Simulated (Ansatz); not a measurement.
NaSbP2S6 (P2₁, No. 4; cell taken from a computed entry), treated with r²SCAN in Ansatz (PAW).

Numerical settings: plane-wave cutoff 560 eV, 6×6×4 k mesh (along the axes of the cell as run), Fermi–Dirac smearing 0.01 eV, scalar-relativistic PAW data made under PBE.

Cell (relaxed with PBEsol):

Space group P2₁ (No. 4); a = 6.4554 Å, b = 7.3801 Å, c = 9.2654 Å, α = γ = 90.00°, β = 92.14°

```csv
atom,site,symmetry,x,y,z
Na,2a,1,0.3053,0.0488,0.4980
Sb,2a,1,0.1945,0.7682,0.0156
P,2a,1,0.3140,0.3285,0.1808
P,2a,1,0.1869,0.5474,0.3172
S,2a,1,0.6483,0.9479,0.0194
S,2a,1,0.0667,0.1258,0.8107
S,2a,1,0.1318,0.4430,0.5077
S,2a,1,0.4014,0.7462,0.2973
S,2a,1,0.0873,0.1323,0.1765
S,2a,1,0.5808,0.2388,0.2729
```

Question: Predict the band gap, smallest direct gap on the k points sampled and Γ–Γ gap.

Answer: 
* **band gap**: 2.34 eV
* **smallest direct gap on the k points sampled**: 2.42 eV
* **Γ–Γ gap**: 2.57 eV

Note: cell and atoms aren't relaxed at this level (largest force component 0.26 eV/Å, pressure 0.8 GPa).

Spin–orbit coupling is not included.

Static lattice: no zero-point or thermal effects.

The result took very roughly 60 core-minutes.

Ansatz is a program for electronic structure.
